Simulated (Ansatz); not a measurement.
```yaml
crystal:
  periodic: [false, false, false]
  atoms:
    - {symbol: C, position_ang: [-0.427779, 0.376302, 4.035685]}
    - {symbol: C, position_ang: [0.802121, -1.931656, 2.498596]}
    - {symbol: S, position_ang: [-0.508615, -2.161559, -0.582430]}
    - {symbol: O, position_ang: [-3.092308, -2.138649, -0.104730]}
    - {symbol: C, position_ang: [0.774088, 1.056160, -2.005324]}
    - {symbol: C, position_ang: [-0.330259, 0.984269, -4.708364]}
    - {symbol: H, position_ang: [0.246299, 0.299896, 5.739749]}
    - {symbol: H, position_ang: [0.491836, 2.320247, 3.129183]}
    - {symbol: H, position_ang: [-2.550444, 0.535717, 3.887374]}
    - {symbol: H, position_ang: [0.590625, -3.609838, 3.603210]}
    - {symbol: H, position_ang: [2.872818, -1.499666, 2.222632]}
    - {symbol: H, position_ang: [2.460731, 0.337813, -1.882597]}
    - {symbol: H, position_ang: [0.052499, 2.273451, -0.846026]}
    - {symbol: H, position_ang: [0.316801, 2.357523, -5.584519]}
    - {symbol: H, position_ang: [0.300871, -0.903043, -6.105959]}
    - {symbol: H, position_ang: [-2.505860, 1.027017, -4.621593]}
basis:
  gaussian: {orbitals: def2-TZVPP}
magnetization: {spin_polarized: true, initial_magnetization: 0}
hamiltonian: {xc: {name: HF}}
output: {forces: true}
```

```sh
$ ansatz run in.yaml --threads 2 --pin off --events-out ev --progress --plain --max-ram 32768MiB --backend cuda --devices 0, --max-vram 18GiB
```

Output, abridged:

```
Functional definition: HF
2065 factors; their error is unknown
mean field evaluation 1: about -17033.8899 eV, gradient 6.2e1 eV
mean field evaluation 2: about -16655.2952 eV, gradient 1.6e2 eV
mean field evaluation 4: about -17063.1058 eV, gradient 2.9e1 eV
mean field evaluation 8: about -17071.3156 eV, gradient 5.7e0 eV
mean field evaluation 16: about -17072.3483 eV, gradient 7.0e-1 eV
mean field evaluation 32: about -17091.2928 eV, gradient 6.4e-1 eV
mean field evaluation 96: about -17092.4065 eV, gradient 2.3e-5 eV
mean field -17092.88666077 eV, -628.1519988084 hartree, gradient 1.8e-6 eV, S^2 9.545753; 9 other end points of the search recorded, 0 dependent functions left out
reference -17092.88666077 eV, -628.1519988084 hartree; 29, 29 occupied and 308, 308 virtual orbitals, 2065 factors
Total energy: -17092.88666077 eV, -628.1519988084 hartree
Atom 0 at    -0.427779     0.376302     4.035685 Å, force     0.121798     0.180644     1.258738 eV/Å
Atom 1 at     0.802121    -1.931656     2.498596 Å, force     0.226229    -0.360346     0.246604 eV/Å
Atom 2 at    -0.508615    -2.161559    -0.582430 Å, force     0.172255    -0.030419    -0.049996 eV/Å
Atom 3 at    -3.092308    -2.138649    -0.104730 Å, force    -0.145725     0.002111     0.042134 eV/Å
Atom 4 at     0.774088     1.056160    -2.005324 Å, force     0.874752     0.373240     1.090456 eV/Å
Atom 5 at    -0.330259     0.984269    -4.708364 Å, force     0.495735     1.565054    -1.016507 eV/Å
Atom 6 at     0.246299     0.299896     5.739749 Å, force    -0.554132     0.067538    -1.320315 eV/Å
Atom 7 at     0.491836     2.320247     3.129183 Å, force    -0.112233    -0.205477     0.077186 eV/Å
Atom 8 at    -2.550444     0.535717     3.887374 Å, force     0.559150    -0.036917     0.030688 eV/Å
Atom 9 at     0.590625    -3.609838     3.603210 Å, force     0.079520     0.481812    -0.337812 eV/Å
Atom 10 at     2.872818    -1.499666     2.222632 Å, force    -0.348625    -0.096942     0.047547 eV/Å
Atom 11 at     2.460731     0.337813    -1.882597 Å, force    -1.627535     0.743571    -0.068016 eV/Å
Atom 12 at     0.052499     2.273451    -0.846026 Å, force     0.740058    -1.145165    -1.088402 eV/Å
Atom 13 at     0.316801     2.357523    -5.584519 Å, force    -0.846799    -1.678081     1.053574 eV/Å
Atom 14 at     0.300871    -0.903043    -6.105959 Å, force    -0.033287     0.115966     0.083428 eV/Å
Atom 15 at    -2.505860     1.027017    -4.621593 Å, force     0.398840     0.023411    -0.049305 eV/Å
Dipole moment:     0.021939     0.093709     0.099327 e Å
```

In this input the coordinates are in bohr but typed as ångström. The calculation finished and met its thresholds. The result belongs to that input, not to the molecule as meant.
